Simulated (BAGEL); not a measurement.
# N2 (nitrogen) at B3LYP/6-31G(d) (density fitting with qzvpp-jkfit, spherical functions)

What is the energy change on altering one bond length of N2 (nitrogen) at B3LYP/6-31G* (density fitting with qzvpp-jkfit, spherical functions)? 

The calculation is run with BAGEL 1.2.2.

7 further runs of the same task are left out: 7 set aside as unsound or not needed.

## Step 1: The system as given

N2 has 2 atoms, charge 0, and is taken as a singlet. As SMILES, `N#N`. The coordinates come from a PBE0-D4/def2-TZVP relaxation.

Bond lengths: N1–N2 1.090 Å.

## Step 2: The energy at B3LYP/6-31G(d) (density fitting with qzvpp-jkfit, spherical functions)

The input, dft.json:

```json
{ "bagel" : [

{
  "title" : "molecule",
  "basis" : "6-31gs.json",
  "df_basis" : "qzvpp-jkfit",
  "angstrom" : true,
  "geometry" : [
    { "atom" : "N", "xyz" : [    0.465500,   -0.150300,    0.239800 ] },
    { "atom" : "N", "xyz" : [   -0.465500,    0.150300,   -0.239800 ] }
  ]
},
{ "title" : "ks", "xc_func" : "b3lyp" },
{ "title" : "print", "file" : "orbitals.molden", "orbitals" : true }

]}
```

The basis set 6-31G* is read from a file made from the Basis Set Exchange's data (not shown).

The run is started by

```bash
$ BAGEL_NUM_THREADS=1 BAGEL dft.json > dft.out
```

Output:

```text
* using 1 threads per process

  ===============================================================
  ===============================================================

  *** Geometry ***

  { "atom" : "N", "xyz" : [      0.879668,     -0.284026,      0.453156 ] },
  { "atom" : "N", "xyz" : [     -0.879668,      0.284026,     -0.453156 ] },

  Number of auxiliary basis functions:      154

  Since a DF basis is specified, we compute 2- and 3-index integrals:
    o Being stored without compression. Storage requirement is 0.001 GB

  Number of basis functions:       28
  Number of electrons      :       14

    * METHOD: MOLECULE                             0.01

  *** Kohn-Sham DFT ***

    * Removing 2006 points whose weight is below 1.00e-10
    * Grid points: 27806

  === Nuclear Repulsion ===
    23.7983417694

       - DIIS with orbital gradients will be used.

  === KS iteration (b3lyp / 6-31gs.json) ===
      0       -100.68808571          0.23251472           0.02
      1       -103.65302091          0.24337214           0.01
      2       -108.26137993          0.12959048           0.01
      3       -109.51098962          0.01047209           0.01
      4       -109.51989666          0.00113746           0.01
      5       -109.51998171          0.00023487           0.01
      6       -109.51998537          0.00001636           0.01
      7       -109.51998539          0.00000065           0.01
      8       -109.51998539          0.00000001           0.01
    * SCF iteration converged.

    * Permanent dipole moment:
           (   -0.000000,     0.000000,    -0.000000) a.u.

    * METHOD: KS                                   0.15

    * METHOD: PRINT                                0.00

  ===============================================================
```

Wall time 0.32 s (1 thread of AMD EPYC 9R45 (Zen 5), shared host).

## Step 3: The distorted shape

The input, calc.json:

```json
{ "bagel": [

{
  "title": "molecule",
  "basis": "6-31gs.json",
  "df_basis": "qzvpp-jkfit",
  "angstrom": true,
  "geometry": [
    { "atom": "N", "xyz": [       1.210296,      -0.390779,       0.623478 ] },
    { "atom": "N", "xyz": [      -0.465500,       0.150300,      -0.239800 ] }
  ]
},

{
  "title": "ks",
  "xc_func": "b3lyp"
},

{
  "title": "print",
  "file": "orbitals.molden",
  "orbitals": true
}

]}
```

The basis set 6-31G* is read from a file made from the Basis Set Exchange's data (not shown).

The run is started by

```bash
$ BAGEL_NUM_THREADS=1 BAGEL calc.json > calc.out
```

Output:

```text
* using 1 threads per process

  ===============================================================
  ===============================================================

  *** Geometry ***

  { "atom" : "N", "xyz" : [      2.287128,     -0.738465,      1.178203 ] },
  { "atom" : "N", "xyz" : [     -0.879668,      0.284026,     -0.453156 ] },

  Number of auxiliary basis functions:      154

  Since a DF basis is specified, we compute 2- and 3-index integrals:
    o Being stored without compression. Storage requirement is 0.001 GB

  Number of basis functions:       28
  Number of electrons      :       14

    * METHOD: MOLECULE                             0.01

  *** Kohn-Sham DFT ***

    * Removing 1218 points whose weight is below 1.00e-10
    * Grid points: 28594

  === Nuclear Repulsion ===
    13.2213318193

       - DIIS with orbital gradients will be used.

  === KS iteration (b3lyp / 6-31gs.json) ===
      0       -103.86203282          0.16457045           0.02
      1       -106.57062776          0.13918575           0.02
      2       -107.87191131          0.10843302           0.01
      3       -109.09198529          0.00868097           0.01
      4       -109.09746858          0.00303918           0.01
      5       -109.09856447          0.00039321           0.01
      6       -109.09858140          0.00001414           0.01
      7       -109.09858149          0.00000747           0.01
      8       -109.09858125          0.00008150           0.01
      9       -109.09858151          0.00000155           0.01
     10       -109.09858151          0.00000048           0.01
     11       -109.09858151          0.00000003           0.01
     12       -109.09858151          0.00000001           0.01
    * SCF iteration converged.

    * Permanent dipole moment:
           (   -0.000000,     0.000000,    -0.000000) a.u.

    * METHOD: KS                                   0.21

    * METHOD: PRINT                                0.00

  ===============================================================
```

It took 0.4 s on 1 thread of AMD EPYC 9R45 (Zen 5), shared host.

## Step 4: Outcome

At B3LYP/6-31G* (density fitting with qzvpp-jkfit, spherical functions):

| quantity | value |
| --- | --- |
| first shape: total energy | -109.51999 Eh |
| first shape: dipole moment | 0.00 D |
| first shape: HOMO energy | -11.59 eV |
| first shape: LUMO energy | -0.42 eV |
| first shape: HOMO–LUMO gap | 11.17 eV |
| distorted shape: total energy | -109.09858 Eh |
| distorted shape: dipole moment | 0.00 D |
| distorted shape: HOMO energy | -8.68 eV |
| distorted shape: LUMO energy | -5.67 eV |
| distorted shape: HOMO–LUMO gap | 3.00 eV |
| energy change with the N1–N2 bond stretched from 1.090 to 1.961 Å | 11.467 eV |

In words: With the N1–N2 bond stretched from 1.090 to 1.961 Å the energy rises by 11.47 eV (1106 kJ/mol). The first shape isn't relaxed at this level, so the change isn't measured from a minimum. A restricted reference can't describe the breaking bond well at this length.
